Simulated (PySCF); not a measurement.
Homolysis of single bonds, series Ga Cl-CH3. Gas-phase values, no solvent. Strings in code marks are SMILES.

The highest occupied spin orbital from two functionals at the same geometries (PBE0-D4/def2-TZVP), both in PySCF: PBE-D3(BJ)/def2-TZVP and B3LYP-D3(BJ)/def2-TZVP. B3LYP has the VWN-RPA correlation part, as in Gaussian. 

```csv
species,B3LYP-D3(BJ)/def2-TZVP (eV)
radical fragment (`[Cl][Ga][Cl]`),-6.84
radical fragment (`[CH3]`),-6.45
radical fragment (`[CH3][Ga][Cl]`),-5.73
radical fragment (`[CH3][Ga][CH3]`),-4.70
```

Problem. What does PBE-D3(BJ)/def2-TZVP give for each?

Solution. 
- radical fragment (`[Cl][Ga][Cl]`): -5.98
- radical fragment (`[CH3]`): -5.38
- radical fragment (`[CH3][Ga][Cl]`): -4.90
- radical fragment (`[CH3][Ga][CH3]`): -3.93
Over these rows, drawn at random from the members with no instability flagged (it was tested for open shells, ions and some series alone), PBE minus B3LYP-D3(BJ): mean +0.88 eV, from +0.77 eV to +1.06 eV.
